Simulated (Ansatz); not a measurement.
Geometry optimisation, RKS B3LYP/6-31G in Ansatz 0.2.0.

input.yaml

```yaml
crystal:
  periodic: [false, false, false]
  atoms:
    - { symbol: "N", position_ang: [-0.583, 1.3963, 0.132] }
    - { symbol: C, position_ang: [-0.0877, 0.1321, 0.4198] }
    - { symbol: F, position_ang: [1.19123, -0.07642, -0.02374] }
    - { symbol: C, position_ang: [-0.48288, -0.60178, 1.63385] }
    - { symbol: C, position_ang: [-1.02976, -1.04765, 0.39051] }
    - { symbol: H, position_ang: [-0.0708, 2.1584, 0.5997] }
    - { symbol: H, position_ang: [-1.5281, 1.5098, 0.5492] }
    - { symbol: H, position_ang: [-1.14702, -0.06942, 2.34014] }
    - { symbol: H, position_ang: [0.3438, -1.14828, 2.13394] }
    - { symbol: H, position_ang: [-0.61081, -1.9651, -0.04378] }
    - { symbol: H, position_ang: [-2.04267, -0.85258, 0.18016] }
basis:
  gaussian: { orbitals: "6-31G" }
hamiltonian:
  xc: b3lyp
relax:
  f_tol: 0.015
  max_steps: 40
output:
  orbitals: {}
```

Launched with:

```bash
$ ansatz run input.yaml --threads 1 --pin off --max-ram 2048MiB --backend cpu --events-out ev --progress --plain --runs-dir out
```

Task: Where does it end, and by what steps?

Result: The forces met the threshold. Limits of this set-up: no polarisation functions. After 11 steps the energy has fallen by 0.920 eV; H7 moved furthest, 1.17 Å.

| step | energy less start (eV) | largest force component (eV/Å) | accepted |
| --- | --- | --- | --- |
| 0 | 0.0000 | 4.629 | yes |
| 1 | -0.4265 | 1.989 | yes |
| 2 | -0.5748 | 0.652 | yes |
| 3 | -0.6526 | 0.437 | yes |
| 4 | -0.7304 | 0.587 | yes |
| 5 | -0.8119 | 0.809 | yes |
| 6 | -0.8895 | 0.293 | yes |
| 7 | -0.9040 | 0.831 | yes |
| 8 | -0.9180 | 0.220 | yes |
| 9 | -0.9200 | 0.046 | yes |
| 10 | -0.9202 | 0.025 | yes |
| 11 | -0.9202 | 0.013 | yes |

```xyz
11
Properties=species:S:1:pos:R:3
N -0.745 1.443 0.395
C -0.216 0.161 0.507
F 1.074 -0.025 -0.144
C -0.368 -0.654 1.755
C -1.082 -1.062 0.454
H -0.297 2.179 0.925
H -1.084 1.728 -0.514
H -0.965 -0.242 2.559
H 0.482 -1.252 2.063
H -0.692 -1.922 -0.078
H -2.154 -0.919 0.391
```

The run took 87 s on 1 thread of AMD EPYC (Zen 3), on a shared host, peak memory 0.14 GiB.
